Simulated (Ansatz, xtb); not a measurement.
**Loss of CH4: BH(CH3)(SH) → HBS + CH4**

Species: BH(CH3)(SH), singlet; HBS (hydrogen boron sulfide) `B=S`, singlet; CH4 (methane) `C`, singlet. 

Shapes, held fixed at every level: PBE0-D4/def2-TZVP. Flexible molecules stand in one conformer, not always the lowest. Programs: Ansatz 0.2.0, xtb 6.7.1, xtb 6.7.1 later snapshot. The zero-point and thermal change to 298 K, harmonic and unscaled (PBE0-D4/def2-TZVP), is -0.1 kJ/mol.

| level | kind | ΔH(298 K) (kJ/mol) | less CCSD(T)/CBS estimate | CPU time (sum over the molecules) |
| --- | --- | --- | --- | --- |
| GFN0-xTB | semi-empirical | -42.0 | -93.5 | 0.17 s |
| HF/def2-SVP | Hartree–Fock | +48.5 | -3.0 | – |
| SPW92/def2-TZVPP | LDA | +98.1 | +46.6 | 3.1 s |
| PBE-D4/def2-TZVPP | GGA | +66.7 | +15.2 | 6.2 s |
| wB97M-V/def2-TZVPP | range-separated hybrid | +61.5 | +10.0 | 22 s |
| wB97X-V/def2-TZVPP | range-separated hybrid | +70.3 | +18.8 | 18 s |
| B2PLYP/def2-TZVPP | double hybrid | +45.5 | -6.0 | 9.3 s |
| CCSD(T)/def2-TZVPP | coupled cluster or CI | +48.9 | -2.6 | 50 s |
| CCSD(T)/CBS estimate | coupled cluster or CI | +51.5 | 0.0 | 93 s |

The highest level, CCSD(T)/CBS estimate, gives ΔH(298 K) = +51.5 kJ/mol; the levels span -42.0 to +98.1. They disagree on the sign: 8 of 9 are positive. GFN0-xTB strays far from the other rows. The column of differences is taken from that level and isn't an error. No measured value is set beside it here. The CBS estimate extrapolates MP2 from def2-TZVPP and def2-QZVPP and adds CCSD(T) − MP2 in the triple-zeta set, cores frozen. Times are processor times on shared x86 and Arm servers, and rough.
